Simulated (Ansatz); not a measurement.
# BFH5Si: the cost of one run

Program: Ansatz 0.2.0. Level of theory: UKS BLYP-D4/6-31G*. These are calculated values, not measurements.

## (1) Starting point

Bond lengths: B1–F2 1.570 Å, B1–H3 1.190 Å, B1–H4 1.190 Å, F2–Si5 1.890 Å, Si5–H6 1.460 Å, Si5–H7 1.460 Å, Si5–H8 1.460 Å. Angles: B1–F2–Si5 180.0°, F2–B1–H3 120.0°, F2–B1–H4 120.0°, H3–B1–H4 120.0°, F2–Si5–H6 109.5°, F2–Si5–H7 109.5°, F2–Si5–H8 109.5°, H6–Si5–H7 109.4°, H6–Si5–H8 109.4°, H7–Si5–H8 109.4°.

As a file:

```xyz
8

B     0.0000    0.0000    0.0000
F     0.0000    0.0000    1.5700
H     1.0305    0.0000   -0.5950
H    -1.0305    0.0000   -0.5950
Si    0.0000    0.0000    3.4600
H    -0.7436   -1.1581    3.9474
H     1.3747   -0.0649    3.9474
H    -0.6311    1.2230    3.9474
```

## (2) A restrained relaxation towards end A

Springs on the bonds that form and break draw the guess towards this end; the thresholds are loose.

The input, input.yaml:

```yaml
crystal:
  periodic: [false, false, false]
  atoms:
    - { symbol: B, position_ang: [0.0, 0.0, 0.0] }
    - { symbol: F, position_ang: [0.0, 0.0, 1.57] }
    - { symbol: H, position_ang: [1.0305, 0.0, -0.595] }
    - { symbol: H, position_ang: [-1.0305, 0.0, -0.595] }
    - { symbol: Si, position_ang: [0.0, 0.0, 3.46] }
    - { symbol: H, position_ang: [-0.7436, -1.1581, 3.9474] }
    - { symbol: H, position_ang: [1.3747, -0.0649, 3.9474] }
    - { symbol: H, position_ang: [-0.6311, 1.223, 3.9474] }
magnetization:
  spin_polarized: true
  initial_magnetization: 1
basis:
  gaussian: { orbitals: "6-31G*" }
hamiltonian:
  xc: blyp
  dispersion: d4
relax:
  f_tol: 0.15
  max_steps: 25
  restrain:
    - { distance: [1, 4], at: 2.79, k: 30.0 }
    - { distance: [0, 1], at: 1.32, k: 30.0 }
output:
  orbitals: {}
```

The run is started by

```bash
> ansatz run input.yaml --threads 1 --pin off --max-ram 2048MiB --backend cpu --events-out ev --progress --plain --runs-dir out
```

**Question.** How long does this run take on 1 thread of Arm Neoverse V1, shared host, and how much memory does it need?

About 22 s, with a peak of 0.15 GiB.
